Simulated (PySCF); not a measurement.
C3H2FO2 (charge -1).
SMILES with atom numbers: `[O:1]=[CH:2]/[CH:3]=[C:4](/[O-:5])[F:6]` (hydrogens: H7 on C2; H8 on C3)

Theory: PBE0-D3(BJ)/def2-TZVP geometry optimisation, gas phase in PySCF 2.14.0.

Q: Give the optimised bond lengths and angles.

A: 
| bond | length (Å) | order |
| --- | --- | --- |
| O1=C2 | 1.238 | double |
| C2–C3 | 1.407 | single |
| C3=C4 | 1.401 | double |
| C4–O5 | 1.208 | single |
| C4–F6 | 1.404 | single |
| C2–H7 | 1.112 | single |
| C3–H8 | 1.084 | single |

Orders are formal, as drawn. A selection of angles:
| angle | degrees |
| --- | --- |
| O1–C2–C3 | 126.9 |
| O1–C2–H7 | 118.6 |
| C3–C2–H7 | 114.4 |
| C2–C3–C4 | 125.4 |
| C2–C3–H8 | 118.8 |
| C4–C3–H8 | 115.8 |
| C3–C4–O5 | 131.4 |
| C3–C4–F6 | 113.3 |
| O5–C4–F6 | 115.4 |

Torsions: O1–C2–C3–C4 180° (antiperiplanar); C2–C3–C4–O5 180° (antiperiplanar).

C4 (vinylic C–F carbon) is planar (angles 131.4°, 115.4° and 113.3°, sum 360.0°, 0.00 Å off the plane of its three neighbours). The C–O distances run from 1.208 Å (C4–O5, drawn single in one of several resonance forms) to 1.238 Å (O1=C2, drawn double), a spread of 0.030 Å. The 6 heavy atoms lie in one plane (0.002 Å rms). C2 (aldehyde carbon) is planar (angles 126.9°, 118.6° and 114.4°, sum 360.0°, 0.00 Å off the plane of its three neighbours). C3 (carbon bonded to 2 C and H) is planar (angles 125.4°, 118.8° and 115.8°, sum 360.0°, 0.00 Å off the plane of its three neighbours). Of the pairs four or more bonds apart, F6···H7 is among the closest relative to their van der Waals radii: 2.36 Å, 88 % of the sum of Bondi's values.

Point group: Cs (tolerance 0.08 Å). Not checked by PBE0-D3(BJ)/def2-TZVP frequencies. Geometry: PBE0-D3(BJ)/def2-TZVP, one conformer, isolated ion.
